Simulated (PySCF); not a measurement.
Molecule: `F`, FH.

Cartesian coordinates in Å; atom numbers follow the order of the lines, from 1:
```xyz
2

F     0.483   -0.086    0.012
H    -0.433   -0.002   -0.034
```

Spin–spin couplings on one PBE0-D3(BJ)/def2-SVP geometry, PySCF 2.14, gas phase, non-relativistic, equivalent pairs averaged; isotopes 19F, 1H; functional B3LYP.

Reference values (Hz): 1J(F1,H2) = 499.8 (measured; Green and Yates, arXiv:1403.0524 (values compiled by Lantto, Vaara, Helgaker 2002)).

Question: How do the couplings (Hz) change with the basis set? Times are CPU seconds on shared hosts with different chips, so compare them loosely. Far from the basis limit: pcJ-0, 6-31G*, def2-TZVP, cc-pVTZ.

Answer: 
```
    basis set  functions  1J(F1,H2)  abs. error  core-s
        pcJ-0         16     -247.0       252.8    0.18
       6-31G*         16      330.0       169.8     0.3
        pcJ-1         37      364.8       135.0     0.3
    def2-TZVP         37      329.1       170.7     0.5
      cc-pVTZ         44      225.6       274.2     0.5
aug-cc-pVTZ-J         66      426.0        73.8     0.7
        pcJ-2         75      417.0        82.8    0.44
```

Errors compare magnitudes, without vibrational corrections. Closest: aug-cc-pVTZ-J; furthest: cc-pVTZ.

The Fermi-contact term samples the wavefunction at the nucleus, which is why sets with added tight s functions (names with J) are made for couplings. Agreement of an ordinary basis with the reference is then largely a cancellation of errors.
